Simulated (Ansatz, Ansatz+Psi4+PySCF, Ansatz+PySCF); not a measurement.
```yaml
atoms:
  - { symbol: C, position_ang: [0.6875, 0.0296, -0.0820] }
  - { symbol: O, position_ang: [-0.6721, -0.1257, 0.0304] }
  - { symbol: H, position_ang: [-1.0918, 0.7403, -0.0952] }
  - { symbol: H, position_ang: [1.1228, 0.9753, 0.2260] }
  - { symbol: H, position_ang: [1.2211, -0.8881, 0.1180] }
```

Basis set: cc-pVTZ (spherical functions). Frozen core: 2 orbitals. Correlation on ROHF uses semicanonical orbitals with singles. Charge 0, multiplicity 2.

Computed with Ansatz (development build ahead of 0.2.0); each method stands on the lowest determinant of its kind that the runs found.

Question: Give the atomization energy at this shape (free ground-state atoms in the same class of orbitals less the molecule, no zero-point energy) of doublet CH3O by ROHF-CCSD(T), ROHF-MP2.

Answer:

| method | atomization energy |
| --- | --- |
| ROHF-CCSD(T) | 1664.3 kJ/mol |
| ROHF-MP2 | 1687.8 kJ/mol |
